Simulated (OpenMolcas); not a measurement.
# SiH4SO (SMILES O[SiH2]S): levels of theory compared

Aim: a comparison of 4 runs (HF/3-21G, BLYP/STO-3G, TPSSh/6-31G**, TPSS/6-311G**) of SiH4SO. 

Program for the calculation: OpenMolcas 26.06.

1 further run of the same task is left out (set aside as unsound or not needed).

## 1. Starting point

SiH4SO has 7 atoms, charge 0, and is taken as a singlet. SMILES: `O[SiH2]S`. The coordinates come from a GFN2-xTB relaxation. This is one conformer, not always the lowest.

Bond lengths: O1–Si2 1.618 Å, Si2–S3 2.157 Å, O1–H4 0.954 Å, Si2–H5 1.451 Å, Si2–H6 1.448 Å, S3–H7 1.326 Å. Angles: O1–Si2–S3 110.7°, O1–Si2–H5 113.6°, O1–Si2–H6 102.2°, S3–Si2–H5 102.8°, S3–Si2–H6 109.9°, Si2–O1–H4 123.8°, Si2–S3–H7 96.3°, H5–Si2–H6 117.8°.

## 2. Energy and gradient at HF/3-21G (run 1)

File mol.xyz:

```xyz
7

O     -1.374270    -0.361540     0.185880
Si    -0.054430     0.575140     0.190000
S      1.597440    -0.431850    -0.764950
H     -1.737970    -0.762100    -0.600250
H     -0.195930     1.783080    -0.601500
H      0.210930     0.721610     1.605830
H      1.554240    -1.524340    -0.015000
```

File test.inp:

```
>>> EXPORT MOLCAS_PRINT=2

&GATEWAY
  BasLib=$CurrDir
  Coord=mol.xyz
  Basis=3-21G
  Group=NoSym

&SEWARD

&SCF
  Thresholds=1e-10 1e-07 1e-07 1e-05
  PrOrbitals=1 1

&ALASKA
```

The basis set 3-21G is read from a file made from the Basis Set Exchange's data (not shown).

Launch:

```
export MOLCAS_MEM=1860
pymolcas test.inp > test.log
```

Standard output:

```text
--- Start Module: gateway ---
[...]
--- Stop Module: gateway /rc=_RC_ALL_IS_WELL_ ---
[...]
      Basis functions           43
[...]
--- Start Module: scf ---
[...]
       Convergence after  12 Iterations
[...]
::    Total SCF energy                               -759.7715574618
[...]
      Total spin, S                                     0.0000000000
[...]
      Total electronic charge=   42.000000
      Total            charge=   -0.000000
[...]
      Dipole Moment (debye):
      Origin of the operator (angstrom)=    0.3426   -0.0410   -0.1973
                   X= -1.6223E+00               Y=  6.3408E-02               Z=  5.1701E-02           Total=  1.6243E+00
      Quadrupole Moment (debye*angstrom):
[...]
--- Stop Module: scf /rc=_RC_ALL_IS_WELL_ ---
--- Start Module: alaska ---
[...]
 *              Molecular gradients               *
 **************************************************
  Irreducible representation: a
 ------------------------------------------------------------------------------------------
                              X                       Y                       Z
 ------------------------------------------------------------------------------------------
  O1                3.06509185868507E-02    2.01600155152395E-02    4.09359956605115E-03
  SI2              -1.07541007686627E-02   -2.15124542371310E-02   -1.22994923038737E-02
  S3               -1.69617203954466E-02    6.84019022875848E-04    1.50498626754469E-02
  H4                8.82805422744970E-03    5.84571238122322E-03    3.46907749161085E-03
  H5               -8.55996778220125E-04   -1.07272708488506E-02    2.37017939899031E-03
  H6               -5.57014177302395E-03   -8.03512673317852E-03   -7.51986692120976E-03
  H7               -5.33701309894180E-03    1.35851048998354E-02   -5.16335990699934E-03
 ------------------------------------------------------------------------------------------
--- Stop Module: alaska /rc=_RC_ALL_IS_WELL_ ---
[...]
```

Wall time 1.8 s (1 thread of Arm Neoverse V2, shared host); peak memory 0.38 GiB.

## 3. Energy and gradient at BLYP/STO-3G (run 2)

File calc.input:

```
>>> EXPORT MOLCAS_PRINT=2
&GATEWAY
BASLIB=$CurrDir
COORD
7
angstrom
O       -1.374270      -0.361540       0.185880
Si      -0.054430       0.575140       0.190000
S        1.597440      -0.431850      -0.764950
H       -1.737970      -0.762100      -0.600250
H       -0.195930       1.783080      -0.601500
H        0.210930       0.721610       1.605830
H        1.554240      -1.524340      -0.015000
BASIS=STO-3G
GROUP=NoSym
&SEWARD
GRIDINPUT
Grid=UltraFine
End of Grid
&SCF
KSDFT=BLYP
THRESHOLDS=1e-10 1e-07 1e-07 1e-05
PRORBITALS=1 2
&ALASKA
```

The basis set STO-3G is read from a file made from the Basis Set Exchange's data (not shown).

Launch:

```
export MOLCAS_MEM=1860
pymolcas calc.input > calc.log
```

Standard output:

```text
--- Start Module: gateway ---
[...]
--- Stop Module: gateway /rc=_RC_ALL_IS_WELL_ ---
[...]
      Basis functions           27
[...]
--- Start Module: scf ---
[...]
       Convergence after  14 Iterations
[...]
::    Total KS-DFT energy                            -756.3732236381
[...]
      Total spin, S                                     0.0000000000
[...]
      Total electronic charge=   42.000000
      Total            charge=   -0.000000
[...]
      Dipole Moment (debye):
      Origin of the operator (angstrom)=    0.3426   -0.0410   -0.1973
                   X= -9.6811E-01               Y= -1.2877E-01               Z= -2.5925E-01           Total=  1.0105E+00
      Quadrupole Moment (debye*angstrom):
[...]
--- Stop Module: scf /rc=_RC_ALL_IS_WELL_ ---
[...]
--- Start Module: alaska ---
[...]
 *              Molecular gradients               *
 **************************************************
  Irreducible representation: a
 ------------------------------------------------------------------------------------------
                              X                       Y                       Z
 ------------------------------------------------------------------------------------------
  O1                2.64461313128148E-02    1.49912212920178E-03   -8.33730409613906E-02
  SI2              -3.93964200646744E-02    9.66452459298495E-04    1.87700624483353E-02
  S3               -8.29581058637174E-03   -2.54534278214504E-02    2.27193758000741E-02
  H4                1.60812384557274E-02    2.08939906008090E-02    6.95618611702069E-02
  H5               -2.55664691364621E-04   -1.10097150164696E-02   -2.78131216471289E-03
  H6                2.33355098923682E-03   -9.07660855911341E-03   -5.34310111146397E-03
  H7                3.08697458464996E-03    2.21801862077688E-02   -1.95538451810373E-02
 ------------------------------------------------------------------------------------------
--- Stop Module: alaska /rc=_RC_ALL_IS_WELL_ ---
[...]
```

Wall time 7.5 s (1 thread of Arm Neoverse V2, shared host); peak memory 0.37 GiB.

Run 3 isn't shown in full; the table further down has it.

## 4. Energy and forces at TPSS/6-311G(d,p) (run 4)

File test.inp:

```
* H4OSSi Kohn-Sham DFT

&GATEWAY
 BasLib
 $CurrDir
 Coord
 7
 angstrom
 O       -1.374270      -0.361540       0.185880
 Si      -0.054430       0.575140       0.190000
 S        1.597440      -0.431850      -0.764950
 H       -1.737970      -0.762100      -0.600250
 H       -0.195930       1.783080      -0.601500
 H        0.210930       0.721610       1.605830
 H        1.554240      -1.524340      -0.015000
 Basis
 6-311Gss
 Group
 NoSym

&SEWARD
 GridInput
 Grid=UltraFine
 End of Grid

&SCF
 KSDFT
 2
 1.0 MGGA_X_TPSS
 1.0 MGGA_C_TPSS
 Thresholds
 1e-10 1e-07 1e-07 1e-05
 PrOrbitals
 1 2

&ALASKA
```

The basis set 6-311G** is read from a file made from the Basis Set Exchange's data (not shown).

Launch:

```
export MOLCAS_MEM=1860
pymolcas test.inp > test.log
```

Standard output:

```text
--- Start Module: gateway ---
[...]
--- Stop Module: gateway /rc=_RC_ALL_IS_WELL_ ---
[...]
      Basis functions           94
[...]
--- Start Module: scf ---
[...]
       Convergence after  15 Iterations
[...]
::    Total KS-DFT energy                            -765.4704482540
[...]
      Total spin, S                                     0.0000000000
[...]
      Total electronic charge=   42.000000
      Total            charge=   -0.000000
[...]
      Dipole Moment (debye):
      Origin of the operator (angstrom)=    0.3426   -0.0410   -0.1973
                   X= -1.2352E+00               Y= -3.1718E-01               Z= -1.8547E-01           Total=  1.2887E+00
      Quadrupole Moment (debye*angstrom):
[...]
--- Stop Module: scf /rc=_RC_ALL_IS_WELL_ ---
[...]
--- Start Module: alaska ---
[...]
 *              Molecular gradients               *
 **************************************************
  Irreducible representation: a
 ------------------------------------------------------------------------------------------
                              X                       Y                       Z
 ------------------------------------------------------------------------------------------
  O1                2.21291637486605E-02    1.06366579455131E-02   -1.11727638138088E-02
  SI2              -1.77671939778627E-02    7.63907140889941E-03    5.54284043856512E-03
  S3               -4.66339951095662E-03   -1.20631917731968E-02    1.18733915945057E-02
  H4                2.61909277554118E-03    2.95984737818911E-03    1.00369791676140E-02
  H5               -7.38292557324272E-04   -1.25395697856394E-02    3.60662683557278E-03
  H6               -2.39806493188022E-03   -6.89437386915598E-03   -1.06854609806764E-02
  H7                8.18694453880997E-04    1.02615586955297E-02   -9.20161324170099E-03
 ------------------------------------------------------------------------------------------
--- Stop Module: alaska /rc=_RC_ALL_IS_WELL_ ---
[...]
```

Run time: 34 s. Hardware: 1 thread of Arm Neoverse V2, shared host; peak memory 0.52 GiB.

## 5. Overview of the runs

| run | level | integration grid | energy (Eh) | dipole moment (D) | HOMO energy (eV) | LUMO energy (eV) | wall time |
| --- | --- | --- | --- | --- | --- | --- | --- |
| 1 | HF/3-21G | – | -759.771557 | 1.62 | -10.56 | 4.27 | 1.8 s |
| 2 | BLYP/STO-3G | UltraFine | -756.373224 | 1.01 | -1.71 | 5.54 | 7.5 s |
| 3 | TPSSh/6-31G** (spherical functions) | UltraFine | -765.372308 | 1.38 | -6.74 | 0.35 | 26 s |
| 4 | TPSS/6-311G** | UltraFine | -765.470448 | 1.29 | -6.39 | -0.27 | 34 s |

## 6. Results

```
                       quantity          value
            run 4: total energy  -765.47045 Eh
           run 4: dipole moment         1.29 D
             run 4: HOMO energy       -6.39 eV
             run 4: LUMO energy       -0.27 eV
           run 4: HOMO–LUMO gap        6.12 eV
run 4: largest force on an atom     1.387 eV/Å
```

What this shows: The dipole moment (its size) runs from 1.01 D (BLYP/STO-3G) to 1.62 D (HF/3-21G). The two ends differ in method and basis. The HOMO–LUMO gap runs from 6.12 eV (TPSS/6-311G**) to 14.83 eV (HF/3-21G). Totals of different functionals can't be ranked against each other. In run 2 the basis is minimal, so the values are rough. All runs together took 69 s, the longest 34 s.
